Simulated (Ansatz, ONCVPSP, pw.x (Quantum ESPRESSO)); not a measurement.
pw.x on fcc Cl: one setting changed

Potential: optimised norm-conserving Vanderbilt (ONCV), ONCVPSP 4.0.1, PBEsol; core [Ne], reference 3s1 3p6; waves: 3s: rc 1.15 bohr, ncon 4, nbas 8, qcut 5.2 1/bohr, 1 projector; 3p: rc 1.15 bohr, ncon 3, nbas 8, qcut 6.7 1/bohr, 1 projector; local part: polynomial inside 1.05 bohr (lpopt 5, dvloc0 0 Ha); core correction: none.

The reference run (k-mesh 13³, cutoffs 125/500 Ry, Fermi–Dirac 0.01 Ry, mixing_beta 0.4, conv_thr 1e-9, no spin) gives 0.38 GPa at 19.300 Å³/atom, where all-electron LAPW gives -0.05 GPa. This run, with its own iteration cap, changes mixing_beta to 0.1.

```
&control
  calculation='scf', prefix='x', pseudo_dir='./', outdir='./tmp', tstress=.true., disk_io='none'
/
&system
  ibrav=0, nat=1, ntyp=1, ecutwfc=125, ecutrho=500, nbnd=11,
  occupations='smearing', smearing='fd', degauss=0.01
/
&electrons
  conv_thr=1e-09, mixing_beta=0.1, electron_maxstep=50
/
ATOMIC_SPECIES
Cl 1.0 Cl.UPF
CELL_PARAMETERS angstrom
  0.00000000 2.12900054 2.12900054
  2.12900054 0.00000000 2.12900054
  2.12900054 2.12900054 0.00000000
ATOMIC_POSITIONS crystal
Cl 0.0000 0.0000 0.0000
K_POINTS automatic
13 13 13 0 0 0
```

```bash
pw.x < Cl.scf.in > Cl.scf.out
```

Problem. How does the run end?

Solution. It converges in 8 iterations; the free energy moves by +0.0 meV/atom and the pressure by +0.00 GPa. The result is that of the reference run.

```
Message from routine setup:
     using ibrav=0 with symmetry is DISCOURAGED, use correct ibrav instead
     lattice parameter (alat)  =       5.6897  a.u.
     unit-cell volume          =     130.2429 (a.u.)^3
     number of electrons       =         7.00
     number of Kohn-Sham states=           11
     kinetic-energy cutoff     =     125.0000  Ry
     charge density cutoff     =     500.0000  Ry
     scf convergence threshold =      1.0E-09
     Exchange-correlation= PBESOL
     number of k points=    84  Fermi-Dirac smearing, width (Ry)=  0.0100
     iteration #  1     ecut=   125.00 Ry     beta= 0.10
     total energy              =     -29.88822764 Ry
     estimated scf accuracy    <       0.00488143 Ry
     iteration #  2     ecut=   125.00 Ry     beta= 0.10
     total energy              =     -29.88622898 Ry
     estimated scf accuracy    <       0.00347657 Ry
     iteration #  3     ecut=   125.00 Ry     beta= 0.10
     total energy              =     -29.88683557 Ry
     estimated scf accuracy    <       0.00000971 Ry
     iteration #  4     ecut=   125.00 Ry     beta= 0.10
     total energy              =     -29.88682610 Ry
     estimated scf accuracy    <       0.00003911 Ry
     iteration #  5     ecut=   125.00 Ry     beta= 0.10
     total energy              =     -29.88683467 Ry
     estimated scf accuracy    <       0.00000175 Ry
     iteration #  6     ecut=   125.00 Ry     beta= 0.10
     total energy              =     -29.88683479 Ry
     estimated scf accuracy    <       0.00000010 Ry
     iteration #  7     ecut=   125.00 Ry     beta= 0.10
     total energy              =     -29.88683481 Ry
     estimated scf accuracy    <          7.0E-09 Ry
     iteration #  8     ecut=   125.00 Ry     beta= 0.10
     the Fermi energy is     4.3842 ev
!    total energy              =     -29.88683482 Ry
     estimated scf accuracy    <          3.8E-10 Ry
     smearing contrib. (-TS)   =      -0.00680195 Ry
     The total energy is F=E-TS. E is the sum of the following terms:
     one-electron contribution =       0.58180461 Ry
     hartree contribution      =       3.08591657 Ry
     xc contribution           =      -5.62760573 Ry
     ewald contribution        =     -27.92014832 Ry
     convergence has been achieved in   8 iterations
          total   stress  (Ry/bohr**3)                   (kbar)     P=        3.83
     Message from routine punch:
     Nothing written, as per user request (disk_io='none')
```

The run took about 35 s on one core of a shared host (AMD EPYC 9R14, 192 threads, 1480 GiB, load 111).
